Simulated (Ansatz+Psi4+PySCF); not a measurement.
## singlet CS2: levels of theory in one basis

```yaml
atoms:
  - { symbol: S, position_ang: [0.0000, 0.0000, 1.5611] }
  - { symbol: C, position_ang: [0.0000, 0.0000, 0.0000] }
  - { symbol: S, position_ang: [0.0000, 0.0000, -1.5611] }
```

Basis set: cc-pVTZ on C; cc-pV(T+d)Z on S (spherical functions). Frozen core: 11 orbitals. Charge 0, multiplicity 1.

Computed with Ansatz (development build ahead of 0.2.0) and Psi4 1.11; each method stands on the lowest determinant of its kind that the runs found.

```csv
method,E − E(RHF) (eV),<S²> of the determinant
RHF,0.00,0.00
RHF-CCSD,-13.81,–
RHF-CCSD(T),-14.77,–
```

(1) What does RHF-MP2 give on the same scale?

## Answers

(1) -13.48 eV.

Caution for RHF-MP2, RHF-CCSD, RHF-CCSD(T): large share of triples, a single reference is doubtful.
